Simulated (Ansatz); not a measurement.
Molecule (SMILES): FCl (F-Cl).
Atoms: F1, Cl2. Bonds: F1-Cl2.

Basis-set convergence of the optimised F1-Cl2 bond length at MP2 with Ansatz (a program for electronic structure). The reference of a correlated method is not its basis-set limit, which lies further on. Cartesian d functions, on some or all atoms, in 6-31G**, 6-31+G*, 6-311G**; all else is spherical. Cores are frozen. No added dispersion term, no relativity. Reference: the value in pcseg-4, 1.6233 Å, itself unsure by roughly 0.0016 Å (its mean distance from aug-pcseg-3, aug-cc-pV(Q+d)Z, cc-pV(5+d)Z). Deviations are taken from unrounded values. Cost is core time over that of 6-311++G(3df,3pd), rough, on shared machines of one kind; a dash marks a row that isn't timed (too short, read off another run, short of memory, by another algorithm or on other hardware). It counts the whole optimisation.

| basis | functions | optimised F1-Cl2 bond length (Å) | minus reference (Å) | cost |
|---|---|---|---|---|
| STO-3G | 14 | 1.7194 | 0.0961 | - |
| 3-21G | 22 | 1.7575 | 0.1343 | - |
| 6-31G | 22 | 1.7853 | 0.1620 | - |
| def2-SVP | 32 | 1.6611 | 0.0379 | - |
| pcseg-1 | 32 | 1.6872 | 0.0639 | - |
| 6-31G** | 34 | 1.6611 | 0.0378 | - |
| 6-31+G* | 42 | 1.6697 | 0.0464 | - |
| 6-311G** | 45 | 1.6701 | 0.0469 | - |
| def2-SVPD | 50 | 1.6717 | 0.0485 | - |
| 6-311++G(2d,2p) | 62 | 1.6648 | 0.0415 | 0.5× |
| 6-311++G(3df,3pd) | 86 | 1.6334 | 0.0101 | 1× |
| jun-cc-pV(T+d)Z | 87 | 1.6323 | 0.0090 | 1× |
| def2-TZVPPD | 91 | 1.6310 | 0.0077 | 1× |
| aug-cc-pV(T+d)Z | 101 | 1.6319 | 0.0086 | 2× |
| cc-pV(Q+d)Z | 119 | 1.6255 | 0.0022 | 3× |
| def2-QZVPP | 127 | 1.6258 | 0.0025 | 3× |
| def2-QZVPPD | 145 | 1.6261 | 0.0028 | 9× |
| aug-cc-pV(Q+d)Z | 169 | 1.6261 | 0.0028 | 10× |
